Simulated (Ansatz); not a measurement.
## SiP, quartet: the ladder up to full CI

Geometry: a PBE0/def2-TZVP stationary point for this spin. The doublet lies 1.2 eV lower here.

```yaml
atoms:
  - { symbol: Si, position_ang: [0.0000, 0.0000, 0.0000] }
  - { symbol: P, position_ang: [0.0000, 0.0000, 2.3430] }
```

Basis 6-31G; Ansatz 0.2.0. Only valence electrons are correlated (noble-gas cores frozen), which leaves 9 electrons in 16 orbitals. Prefix R: restricted or restricted open-shell reference; prefix U: unrestricted. Active spaces: valence = (9e, 8o) chosen from the atoms' valence shells.

Full CI is exact within this basis and frozen core; it isn't the basis-set limit. The frozen core follows each run's orbitals, which can shift R against U totals by a few meV.

For open shells CISD and CISDTQ are restricted-active-space CI with the open shells as a complete middle space.

* UHF ⟨S²⟩: 3.769
* T1 diagnostic (RCCSD): 0.0247
* largest doubles amplitude (RCCSD): 0.091
* T1 diagnostic (UCCSD): 0.0224

| level | E − E(full CI) (kJ/mol) | wall time |
| --- | --- | --- |
| RHF† | 221.9 | – |
| UHF† | 215.7 | – |
| RMP2† | 88.1 | – |
| UMP2† | 87.4 | – |
| CISD† | 42.9 | 1.3 s |
| RCCSD† | 36.3 | – |
| UCCSD† | 36.3 | – |
| RCCSD(T)† | 32.5 | 1.9 s |
| UCCSD(T)† | 32.5 | 2.7 s |
| BCCD(T)† | 32.7 | 2 s |
| RCCSDT† | 31.0 | – |
| UCCSDT† | 30.9 | – |
| RCCSDT(Q)† | 30.7 | 4.7 s |
| UCCSDT(Q)† | 30.7 | 6 s |
| RCCSDTQ† | 30.7 | 32 s |
| UCCSDTQ† | 30.6 | 33 s |
| CASSCF (valence space) | 93.7 | – |
| NEVPT2 (valence space) | 28.3 | 2.3 s |
| NEVPT4(SD) (valence space) | 4.1 | 3.2 s |
| MRCISD (valence space) | 3.6 | – |
| MRCISD+Q (valence space) | 0.9 | 3.3 s |

A dagger marks rows that describe another state than the reference (another or a broken symmetry, a higher spin or other natural occupations), so the difference holds a gap between states beside the method's error.

Run but not shown, since their state, orbitals or frozen core can't be matched to the reference's or they repeat it: CISDTQ.

Times hold each run's SCF and search for its determinant on a shared host, so for small cases they say little of a method's own cost; they ran on 1 thread of Intel Xeon Platinum 8259CL.

The restricted determinant belongs to another symmetry than the lowest state (A1); the lowest full-CI state of the determinant's symmetry (B2) lies 0.318 eV higher, and methods that keep that symmetry describe that state.

The full-CI state has the irrep A1 of C2v, in the program's axes (one component, if the state is degenerate).

Natural occupations of full CI about the gap: 1.979 1.926 1.411 1.410 1.012 0.586 0.585 0.047 0.009 0.008; effectively unpaired electrons, Σ n²(2−n)², 3.79. No single determinant describes this state well, so single-reference rows can miss without a flag.
